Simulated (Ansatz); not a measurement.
## SiH2, triplet: bend scan

Starting geometry (PBE0/def2-TZVP stationary point for this spin, not checked as a minimum):

```xyz
3

Si    0.0000   -0.0507    0.0000
H     0.0000    0.7069   -1.2784
H     0.0000    0.7069    1.2784
```

From there the angle named below is changed in its plane at fixed bond lengths, both arms turning rigidly about the middle atom; atoms are numbered as listed. Energies are in kJ/mol, counted from the starting geometry at the same level. Kohn–Sham curves are unrestricted where that lies lower.

Basis cc-pVDZ; Ansatz 0.2.0. Correlated methods freeze the noble-gas cores.

In so small a basis the reference is far from its limit while semilocal and hybrid functionals are nearer theirs (RPA and double hybrids share much of the reference's basis error), so the functionals' errors here hold much of the reference's basis and frozen-core error, which can add to them or hide them.

Full CI is exact within this basis and frozen core; it isn't the basis-set limit.

```csv
angle H2-Si1-H3 (°),full CI,PBE,BLYP,r2SCAN,PBE0,B3LYP,wB97X-V,wB97M-V,B2PLYP,RPA-PBE
68.9,138.6,134.4,137.2,137.2,138.6,140.4,142.0,138.6,141.9,134.6
90.2,41.3,40.7,41.0,41.6,41.8,41.9,42.2,41.0,42.3,39.3
107.8,5.6,5.9,5.8,5.9,6.0,5.8,5.8,5.5,5.8,5.0
118.7,0.0,0.0,0.0,0.0,0.0,0.0,0.0,0.0,0.0,0.0
121.6,0.4,0.2,0.3,0.3,0.3,0.3,0.4,0.4,0.4,0.5
140.9,20.6,17.8,19.0,19.1,19.1,20.0,20.8,20.2,20.8,20.6
156.6,55.6,47.8,51.2,50.7,51.7,54.0,56.2,53.9,56.3,54.8
180.0,101.2,81.2,88.9,84.2,89.9,95.8,102.3,95.1,102.1,96.6
```
